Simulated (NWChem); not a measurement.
# propane (C3H8); SMILES CCC

Results from NWChem. Geometry: optimised at PBE0/def2-SVP. Level: PBE/def2-SVP with SMD (1 M gas to 1 M solution), gas-phase geometry.

**Question.** Order these by “cavity-dispersion-structure term (kcal/mol)”, lowest first: ethylene glycol; ethyl acetate; toluene; water.

**Answer.** toluene (-1.8), ethyl acetate (-1.2), ethylene glycol (1.0), water (2.5)
